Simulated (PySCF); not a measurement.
C3H4FN.
Atom-mapped SMILES: `[H]/[N:5]=[CH:4]\[C:2](=[CH2:1])[F:3]` (hydrogens: H6, H7 on C1; H8 on C4; H9 on N5)

The closed-shell SCF was solved with PySCF and density fitting under several settings on one GFN2-xTB geometry (grid level 2 and gas phase unless stated).

| settings | basis functions | SCF cycles | E (Eh) | HOMO (eV) | LUMO (eV) | dipole (D) |
| --- | --- | --- | --- | --- | --- | --- |
| PBE0/pcSseg-1 | 105 | 14 | -270.9398 | -7.88 | -1.81 | 1.99 |
| PBE0/def2-SVPD | 135 | 14 | -270.7827 | -7.93 | -1.92 | 1.99 |
| PBE0/aug-pcSseg-1 | 166 | 14 | -270.9546 | -7.90 | -1.93 | 1.95 |
| BP86/cc-pVTZ, start guess sap | 206 | 14 | -271.3678 | -6.50 | -2.82 | 1.80 |

**Question.** Estimate the rows for these settings: (1) HSE06/def2-SVPD, grid level 1; (2) B97-2/aug-cc-pVDZ, grid level 4, energy threshold 1e-08 Eh.

**Answer.** 
```tsv
settings	basis functions	SCF cycles	E (Eh)	HOMO (eV)	LUMO (eV)	dipole (D)
HSE06/def2-SVPD, grid level 1	135	11	-270.8064	-7.53	-2.31	1.99
B97-2/aug-cc-pVDZ, grid level 4, energy threshold 1e-08 Eh	151	9	-271.2146	-7.61	-1.95	1.95
```

**Question.** Over all rows, what range does the HOMO–LUMO gap span?

**Answer.** From 3.68 eV (BP86/cc-pVTZ, start guess sap) to 6.07 eV (PBE0/pcSseg-1). The functional of the narrowest has no exact exchange, that of the widest 25 % exact exchange.

**Question.** Compare two rows with the functional PBE0: PBE0/aug-pcSseg-1 and PBE0/def2-SVPD. Which energy is lower, and by how much?

**Answer.** PBE0/aug-pcSseg-1 (166 functions) lies 0.1719 Eh or 108 kcal/mol below PBE0/def2-SVPD (135 functions).

Cycle counts include a coarse-grid stage where the run had one.

Conformer computed: `[H]/[N:5]=[CH:4]\[C:2](=[CH2:1])[F:3]`: C1–C2–C4–N5 0°.

One conformer stands for the species.
